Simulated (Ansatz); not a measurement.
# Which is lower?

Two relaxed structures of CH4NSi (charge +1), singlet (PBE0-D4/def2-TZVP; forces vanish, vibrations not checked).

A:

```
atom    x (Å)    y (Å)    z (Å)
  C1  -1.1878   0.2539  -0.7646
  N2  -0.1538   0.0325  -0.0989
 Si3   1.1781  -0.2523   0.7581
  H4  -1.1266   0.6835  -1.7678
  H5  -2.1757   0.0230  -0.3579
  H6   1.6590   0.8283   1.6256
  H7   1.8069  -1.5689   0.6054
```

B:

```xyz
7
angstrom
C -1.1671 0.2103 -0.7639
N -0.0203 -0.2900 -0.5144
Si 0.5469 -0.6724 1.2682
H -1.4849 0.4245 -1.7826
H -1.8412 0.4265 0.0640
H 0.5747 -0.4749 -1.3216
H 1.8572 -1.1902 0.7179
```

Computed with Ansatz 0.2.0 (basis: def2-TZVPP); correlated methods freeze the cores. B3LYP uses VWN-RPA correlation.

**Question.** Which structure is lower at CCSD(T), and by how much? (Judge from chemistry; the value comes from the calculation.)

**Answer.** By the calculation: A, by 0.244 eV (electronic energy, against the other). By their contacts, A is CH₄NSi ([CH2][N][SiH2]), total charge +1 and B is CH₄NSi ([CH2][NH][SiH]), total charge +1.

All methods give the same order:

```tsv
method	E(B) − E(A) (eV)
PBE-D4	0.429
r2SCAN-D4	0.573
PBE0-D4	0.370
B3LYP-D4	0.385
wB97M-V	0.233
HF	0.251
MP2	0.384
CCSD	0.207
CCSD(T)	0.244
```

T1 diagnostic: at most 0.020. The restricted Hartree–Fock reference is unstable towards an unrestricted one at one or more of these structures.

Labels in which every atom is bracketed show which atoms are joined, not bond orders.

For scale, one of the runs: CCSD(T)/def2-TZVPP, 160 basis functions, launched by `ansatz run in.yaml --threads 2 --pin off --events-out ev --progress --plain --max-ram 4352MiB`. Time: 18 s of wall clock on 2 CPU threads of an Arm Neoverse V2; the host was shared. Peak host memory: 1.1 GiB.
